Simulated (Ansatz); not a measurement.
# What a trial cell of Y₂As relaxes into

Method: DFT PBE, scalar-relativistic, plane waves, PAW in Ansatz. Cutoff 420 eV, Γ-centred k mesh, Gaussian smearing, no spin polarisation in the final step.

A relaxed cell is given with its space group left out.

```
CELL_PARAMETERS angstrom
1.99944 1.15438 6.28660
-1.99944 1.15438 6.28660
0.00000 -2.30875 6.28660
ATOMIC_POSITIONS crystal
Y 0.75402 0.75402 0.75402
Y 0.24598 0.24598 0.24598
As 0.00000 0.00000 0.00000
```

Formation energies are uncorrected and refer to the elements' standard structures at the same level.

Q: What space group does it have?

A: R-3m (No. 166). Conventional cell: a = 3.999 Å, c = 18.860 Å. Y has 3 As at 2.84 Å; around As lie 6 Y at 2.84 Å.

Q: How far does it lie from the elements in energy?

A: -0.95 eV/atom.

Q: Is it a metal?

A: Yes, bands cross the Fermi level on the 12×12×12 mesh.

The final run used a 12×12×12 mesh on its 3-atom cell and 0.10 eV smearing. The k mesh leaves about 4 meV/atom of noise in metals. The cell came from a trial start, so Y₂As may not exist in this structure.

Cost: 3 runs of about 2.3 core-minutes in all, on Intel Xeon Platinum 8259CL (Skylake/Cascade Lake) (shared hosts).